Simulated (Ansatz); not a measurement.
Coupled-cluster diagnostics for SiH3(NHMe) (CH7NSi), Ansatz.

Geometry of the singlet (PBE0-D4/def2-TZVP):

```xyz
10

Si   -0.503    0.907    0.944
H     0.250    1.992    1.625
H    -1.669    1.492    0.221
H    -1.073   -0.019    1.966
N     0.597    0.126   -0.105
C     0.289   -1.002   -0.952
H     1.548    0.448   -0.154
H     0.879   -1.890   -0.696
H    -0.763   -1.274   -0.836
H     0.446   -0.781   -2.014
```

Correlated methods freeze 7 core orbitals.

(1) Estimate the CCSD(T) correlation energy, the shares of MP2 and (T), T1 and the reference's ⟨S²⟩ for: charge 0, singlet, own geometry in def2-TZVPP; charge 1, doublet, vertical in def2-TZVPP; and the rough time on 4 threads of Arm Neoverse V2 on a shared host.

Answers

(1) 
```
                          state       basis  correlation (eV)  MP2 share (%)  (T) share (%)     T1  ⟨S²⟩ (pure)  wall time
charge 0, singlet, own geometry  def2-TZVPP           -15.908           89.4            3.3  0.010  0.00 (0.00)       25 s
    charge 1, doublet, vertical  def2-TZVPP           -14.689           86.9            3.2  0.024  0.76 (0.75)    8.5 min
```
Customary marks for T1 are 0.02 (closed shells), 0.045 (open shells) and about 0.05 (3d metals). T1 exceeds 0.02 in 1 of 2 rows and 0.045 in 0; the higher it lies, the less the single-reference result can be trusted.
